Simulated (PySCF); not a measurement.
Thiourea, CH₄N₂S.
Atom-mapped SMILES: `[NH2:1][C:2]([NH2:3])=[S:4]` (hydrogens: H5, H6 on N1; H7, H8 on N3)

Geometry (PBE0-D3(BJ)/def2-SVP, Å), atoms numbered from 1 in this order:
```xyz
8
CH4N2S angstrom
N      1.1354   -0.2149    0.1311
C     -0.0347    0.4524   -0.0219
N     -1.1568   -0.3050    0.0573
S     -0.0906    2.0931   -0.2872
H      1.9702    0.3519    0.1798
H      1.1713   -1.1485    0.5191
H     -1.1230   -1.3128   -0.0265
H     -2.0251    0.1612   -0.1652
```

The calculation used core-valence-separated Tamm–Dancoff BHandHLYP/aug-pcX-1 (pcseg-1 on H, def2-SVPD on S) in PySCF, non-relativistic, gas phase, PBE0-D3(BJ)/def2-SVP geometry. BHandHLYP without relativity tends to put these K edges a few eV too low, so spacings mean more than positions.

The lowest roots of each edge with f over 0.003 (five at most, numbered afresh; weaker and dark ones are left out), with transition dipoles (au) in the frame of the coordinates:

| root | edge | E (eV) | f | μx | μy | μz |
| --- | --- | --- | --- | --- | --- | --- |
| 1 | C | 284.75 | 0.0894 | -0.0090 | 0.0177 | 0.1115 |
| 2 | C | 290.07 | 0.0219 | -0.0008 | 0.0548 | -0.0087 |
| 3 | C | 290.12 | 0.0137 | -0.0435 | -0.0012 | -0.0065 |
| 4 | C | 291.22 | 0.0121 | -0.0410 | -0.0019 | -0.0038 |
| 5 | N | 399.81 | 0.0257 | 0.0101 | 0.0019 | -0.0502 |
| 6 | N | 399.81 | 0.0092 | -0.0048 | 0.0249 | 0.0171 |
| 7 | N | 400.18 | 0.0167 | -0.0086 | 0.0361 | -0.0180 |
| 8 | N | 400.18 | 0.0145 | 0.0165 | 0.0212 | 0.0276 |
| 9 | N | 401.25 | 0.0320 | 0.0570 | 0.0032 | -0.0013 |

Molecules are fixed in this frame and the field points along (1, 0, −1)/√2. What effective strengths 3 f cos²θ do the roots have (θ between field and μ)?

root 1 (C2): 0.152, root 2 (C2): 0.001, root 3 (C2): 0.015, root 4 (C2): 0.015, root 5 (N1/N3): 0.053, root 6 (N1/N3): 0.007, root 7 (N1/N3): 0.001, root 8 (N1/N3): 0.002, root 9 (N1/N3): 0.050. Root 1 is the strongest. Averaged over all orientations cos²θ is 1/3, which gives f back. For degenerate partners only the sum has meaning, as the program may mix them freely.

Cost: about 21 s of CPU time on one thread; the machine was shared, so the figure is rough.

One conformer stands for the species.
